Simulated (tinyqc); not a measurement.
A ladder of methods, and size consistency: correlation methods against full CI in the sto-3g basis, for HF, spin multiplicity 1. Computed by the program tinyqc with PySCF. Command: `OMP_NUM_THREADS=1 python tinyqc.py 113468 113469 out.jsonl`; one thread of a shared host (Intel(R) Xeon(R) Processor @ 2.60GHz), about 0.6 s.

Geometry (angstrom):
```
atom       x       y       z
F     0.0000  0.0000  0.0000
H     0.0000  0.0000  1.0780
```

RHF energy of one = -98.557402 hartree

All electrons correlated; +Q is the Davidson correction (1 - c0^2) E_corr. The last columns treat two copies 100 angstrom apart as one system. FCI is the lowest singlet.

Correlation energies (hartree):
```
method   E_corr of one  share of FCI (%)  E_corr of two at 100 angstrom  two minus twice one (mhartree)
MP2          -0.025437           62.7718                      -0.050875                          0.0000
CISD         -0.040524          100.0000                      -0.078691                          2.3563
CISD+Q       -0.041775          103.0877                      -0.083133                          0.4174
CCSD         -0.040524          100.0000                      -0.081048                          0.0000
CCSD(T)      -0.040524          100.0000                      -0.081048                          0.0000
FCI          -0.040524          100.0000                              -                               -
```

MP2 recovers 63 %, CISD 100.0 % and CCSD 100.0 % of the FCI value (c0^2 = 0.969 in CISD). MP2 and coupled cluster are size consistent, so their last column vanishes; CISD loses 2.36 mhartree, since a double excitation on each copy is a quadruple of the pair, and the Davidson correction leaves +0.42. With two electrons, or one virtual orbital, CISD and CCSD are exact for one copy, so +Q overshoots there.
